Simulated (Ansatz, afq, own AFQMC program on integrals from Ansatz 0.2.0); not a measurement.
AFQMC on a folder of integrals that Ansatz 0.2.0 wrote.

```yaml
crystal:
  periodic: [false, false, false]
  atoms:
    - {symbol: B, position_ang: [0.000579, 0.023076, -0.023381]}
    - {symbol: H, position_ang: [-0.015004, 0.884503, 0.826452]}
    - {symbol: H, position_ang: [-0.029269, -1.166709, 1.182089]}
    - {symbol: H, position_ang: [0.021902, 0.873043, -0.884552]}
    - {symbol: H, position_ang: [0.016162, -0.838350, -0.873213]}
basis:
  gaussian: {orbitals: cc-pVDZ}
total_charge: 1
magnetization: {spin_polarized: true, initial_magnetization: 0}
correlation: {method: ccsd_t, electrons: outside_noble_gas, hamiltonian_folder: ham}
```

```sh
$ ansatz run in.yaml --threads 1 --pin off --events-out ev --progress --plain --max-ram 16896MiB --backend cuda --devices 0, --max-vram 18GiB
```

Options of the walk:

```
--method phaseless --trial hf --walkers 4000 --populations 20 --least-time 40 --time-step 0.005 --steps-per-block 20 --equilibration-blocks 160 --max-blocks 4000 --target-error 0.00145 --factor-cut 1e-05 --start spin_pure --seed 1721 --taylor-order 6
```

Times are imaginary, in 1/Eh. The walk had a cap of 49 s. With eight or more populations the least sampling time is a fifth of least-time, and the error comes from their spread.

afq prints:

```
orbitals 33  electrons 3 3  factors 256 of 305
reference energy -26.50661692 Eh
CCSD correlation -0.13716469 Eh in 12 cycles, weight of the determinant in the CISD state 0.8199
energy of the start -26.514846 Eh
 block  time / (1/Eh)  mean weight  energy / Eh
     1     0.100  1.0006  -26.538349
     2     0.200  1.0004  -26.556595
     3     0.300  1.0006  -26.570634
     4     0.400  1.0006  -26.581870
     5     0.500  1.0006  -26.591184
     7     0.700  1.0005  -26.606431
     9     0.900  1.0002  -26.617623
    13     1.300  1.0003  -26.629469
    25     2.500  0.9999  -26.641229
    37     3.700  1.0003  -26.648220
    49     4.900  1.0002  -26.646289
    61     6.100  0.9999  -26.650596
    73     7.300  1.0001  -26.648556
    85     8.500  1.0002  -26.649544
    97     9.700  0.9999  -26.650739
   109    10.900  1.0000  -26.649531
   121    12.100  0.9999  -26.652086
   127    12.700  0.9998  -26.653165
   133    13.300  0.9999  -26.651536
   145    14.500  1.0001  -26.649768
   157    15.700  1.0000  -26.648784
   169    16.900  0.9999  -26.646771
   181    18.100  0.9999  -26.646740
   193    19.300  1.0001  -26.649605
   205    20.500  1.0001  -26.648327
   217    21.700  1.0000  -26.648477
   229    22.900  1.0003  -26.648922
   235    23.500  1.0001  -26.649371
error from the spread of 20 populations
energy -26.648963 +/- 0.000798 Eh
(rows thinned)
```

The run passed its tests (sampling time, drift between the halves within three errors, error under three times the target), which doesn't prove that it has relaxed.

Against this walk (error 21.7 meV) on the same determinant: CCSD(T) 34.0 meV higher (within the noise), CCSDT(Q) 2.7 meV higher (within the noise), CCSDTQ 1.1 meV higher (within the noise), full CI 0.9 meV higher (within the noise), a separate phaseless walk with a CISD trial and standard settings 13.9 ± 21.8 meV higher (within the noise). The error is statistical and leaves out the bias of the constraint. The determinant has ⟨S²⟩ = 0.28, so the low cluster orders mix in higher spin, while the walk starts as a pure singlet. The determinant is a poor start (see the cautions), so the low cluster orders aren't to be relied on, and full CI is the sure value.

Cautions: constraint bias not in the error; strong correlation (T1 0.083, weight of the determinant 0.82, largest double 0.20); unrestricted determinant spin contaminated (⟨S²⟩ 0.28 against 0.00).

The walk took 39 s on 1 × NVIDIA H100 80GB HBM3 with 2 threads of AMD EPYC 7R13 Processor (Zen 3), on a shared host (the card was shared). The log's last line is the phaseless energy.

CCSDT and higher add their correlation energy to the determinant of the CCSD(T) run, since their own runs factorise the integrals more tightly (a shift of under 2 meV). A walk keeps the symmetry of its determinant, which the program's search chose and which needn't be the lowest solution, so a lower state of the same spin and another symmetry isn't excluded.
